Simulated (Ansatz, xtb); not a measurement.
Two structures of C2H2B−

Structure I is a singlet given by its coordinates and structure II is `BC#[C-]`, a singlet. Both are isolated ions in the gas phase, relaxed with PBE0-D4/def2-TZVPD.

I (Å):

```xyz
5

C    -2.1796   -0.5740    2.1889
C    -1.7898    0.4164    1.3021
B    -0.8447   -0.6528    1.4600
H     0.1891   -1.2214    1.2330
H    -2.2199    1.3510    0.9322
```

Close contacts (Å): C1–C2 1.39, C1–B3 1.52, C2–B3 1.44, C2–H5 1.09, B3–H4 1.20.

II (Å):

```tsv
atom	x (Å)	y (Å)	z (Å)
C	-1.8276	0.1785	2.1182
C	-2.4670	0.6440	3.0936
B	-1.0804	-0.3654	0.9785
H	-0.0130	-0.9290	1.1122
H	-1.4873	-0.2826	-0.1627
```

Quicker runs give these differences E(II) − E(I): GFN2-xTB −130.1 kJ/mol; HF/STO-3G −63.9 kJ/mol (at GFN2-xTB geometries); r2SCAN-D4/def2-SVPD −51.2 kJ/mol (at GFN2-xTB geometries).

Problem. Estimate E(II) − E(I) at the level CCSD(T)/def2-TZVPPD.

Solution. Calculated at CCSD(T)/def2-TZVPPD: E(II) − E(I) = −66.2 kJ/mol, so structure II lies lower.

Level by level:

```
              level            geometry  E(II) − E(I) (kJ/mol)  departure from the last row (kJ/mol)  job, with rough time for the two
           GFN2-xTB            GFN2-xTB                  −130.1                                 −63.9             optimisation, 0.084 s
          HF/STO-3G            GFN2-xTB                   −63.9                                  +2.4              single point, 0.12 s
r2SCAN-D4/def2-SVPD            GFN2-xTB                   −51.2                                 +15.0               single point, 1.5 s
 PBE0-D4/def2-TZVPD  PBE0-D4/def2-TZVPD                   −43.7                                 +22.5               optimisation, 9.9 s
     HF/def2-TZVPPD  PBE0-D4/def2-TZVPD                   −79.3                                 −13.0           part of the CCSD(T) run
    MP2/def2-TZVPPD  PBE0-D4/def2-TZVPD                   −57.6                                  +8.6           part of the CCSD(T) run
CCSD(T)/def2-TZVPPD  PBE0-D4/def2-TZVPD                   −66.2                                                      single point, 18 s
```

The levels shown agree on the order. The largest departure from CCSD(T)/def2-TZVPPD is that of GFN2-xTB, 63.9 kJ/mol.

With harmonic frequencies from PBE0-D4/def2-TZVPD (ideal gas, rigid rotor, one conformer each, 298.15 K, 1 atm): the zero-point term adds −6.0 kJ/mol; ΔH is −70.3 and ΔG −71.6 kJ/mol.

The correlated steps freeze 3 core orbitals. Codes used: Ansatz 0.2.0, xtb 6.7.1; the last row on 2 threads of Arm Neoverse V2 on a shared host.
